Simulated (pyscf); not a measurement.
Single points on ωB97X-D3(BJ)/def2-SVP structures (PySCF, gas phase). MP2 and CC: frozen core, UHF for open shells. ΔMP2 is the change of the MP2 total energy from the triple- to the quadruple-zeta basis.

SMILES: COC
```xyz
9

C     -0.3256     0.5699    -2.1146
O     -1.4132     0.6343    -1.2369
C     -1.1880     1.4900    -0.1532
H      0.5896     0.1929    -1.6133
H     -0.0883     1.5608    -2.5535
H     -0.5873    -0.1204    -2.9300
H     -0.3222     1.1640     0.4591
H     -2.0875     1.4807     0.4799
H     -0.9982     2.5328    -0.4812
```
Charge 0, spin multiplicity 1.

**Question.** What are the homolytic bond dissociation enthalpies (298 K) of `[CH3][O][CH3]` at CCSD(T)/def2-TZVPP + ΔMP2(QZVPP), weakest first?

**Answer.** C–O to CH₃• + H₃C–O•: 83.1 kcal/mol; C–H to •H₂C–O–CH₃ + H•: 96.1 kcal/mol. Ring and multiple bonds, and those that leave no two simple radicals, are not listed. H₃C–O–CH₃ lies 11.4 kcal/mol over its isomer H₃C–CH₂–OH, and others may lie lower still (electronic energy, ωB97M-D3(BJ)). H₃C–O• lies 7.0 kcal/mol over its isomer •H₂C–OH, and others may lie lower still (electronic energy, ωB97M-D3(BJ)). The CCSD(T) − MP2 part came from Ansatz, without density fitting, on the same reference.
